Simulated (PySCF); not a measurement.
Work out the structure from these simulated measurements.

Elements present: C, H, N and Si. Monoisotopic mass: 61.0348 u.

* NMR, other nuclei: isotropic shieldings of nuclei other than C and H, by class: 263 (1 N), 399 (1 Si) ppm [GIAO B3LYP/pcSseg-1]
* 13C NMR: chemical shifts (computed TMS as zero) by class: 32.5 (1 C) ppm [GIAO B3LYP/pcSseg-1]
* Dipole: 1.21 D [wB97X-D/def2-SVPD]
* UV, first state: lowest singlet excitation: 5.93 eV (209 nm, f = 0.001) [TDDFT wB97X-D/def2-SVPD]
* 1H NMR: chemical shifts (computed TMS as zero) by class: 4.51 (3 H), 2.64 (3 H), -0.64 (1 H) ppm [GIAO B3LYP/pcSseg-1]
* Rotational structure: rotational constants A, B, C: 30.530, 5.103, 4.741 GHz [PBE0-D3(BJ)/def2-SVP]
* Polarisability: 50.4 au [wB97X-D/def2-SVPD]
* XPS: Si2p3/2 106.9, C1s 291.7, N1s 404.5, Si1s 1846.8 eV [ΔSCF SCAN, pcX-2 on the ionised atom, pcseg-1 elsewhere, spin-free X2C, 2p3/2 from a spin–orbit splitting computed afterwards within the 2p shell]

Gas-phase values; electronic properties from PySCF, density fitting. Levels stand in brackets. Isolated species at its PBE0-D3(BJ)/def2-SVP geometry, gas phase. NMR classes are plain means over equivalent atoms (diastereotopic ones count apart unless rotation or inversion swaps them), as if these changed places fast.

Problem. Which formula fits the mass and the elements?

Solution. CH7NSi (calculated 61.0348). No other formula that holds each of these elements comes within 0.0003 u with a fitting electron parity and a possible valence count.

Problem. What is the compound? Reason from the data.

Solution. The one carbon: carbon bonded to N and 3 H (32.5 ppm). Hydrogen classes from least to most shielded: 3 H on a silicon bonded to N and 3 H (4.51 ppm), 3 H on a carbon bonded to N and 3 H (2.64 ppm, a mean of values up to 0.6 ppm apart in this geometry), 1 H on a nitrogen bonded to C, Si and H (-0.64 ppm). The other shieldings belong to: 263 ppm, nitrogen bonded to C, Si and H; 399 ppm, silicon bonded to N and 3 H. The core levels belong to: Si2p3/2 106.9 eV, silicon bonded to N and 3 H; C1s 291.7 eV, carbon bonded to N and 3 H; N1s 404.5 eV, nitrogen bonded to C, Si and H; Si1s 1846.8 eV, silicon bonded to N and 3 H. The optimised geometry has point group Cs and is an asymmetric top. Structure: SiH3(NHMe), `[H][Si]([H])([H])NC`. The assignments are read from this structure; whether some other isomer fits the data as well wasn't checked.
